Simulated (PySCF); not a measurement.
**Working out the ionisation energy of Ne**

Ne [Ne] (1S) → Ne⁺ [He] 2s2 2p5 (2P). All numbers are calculated (PySCF 2.14, scalar relativity by spin-free X2C-1e, in Sapporo-DZP-2012 (4s3p1d, 18 functions)). Frozen: 1s2. Energies in hartree (1 hartree = 27.21139 eV):

```csv
part,Ne (lower),Ne⁺ (upper)
UHF,-128.608778,-127.887252
CCSD correlation,-0.205551,-0.156990
(T),-0.001134,-0.001138
```

Question: What does Hartree-Fock give?

Answer: (-127.887252) − (-128.608778) = 0.721526 hartree = 19.634 eV.

Question: What do CCSD and CCSD(T) give?

Answer: The CCSD correlation energies differ by 0.048561 hartree = 1.321 eV and the triples by -0.000004 hartree = 0.000 eV, so CCSD gives 20.955 eV and CCSD(T) 20.955 eV.

Measured between the centres of the two terms (NIST): 21.597 eV, so CCSD(T) (valence) is off by -0.642 eV.

A double-zeta basis recovers only part of the correlation energy.

What remains against the reference includes basis incompleteness, the frozen core and higher excitations.
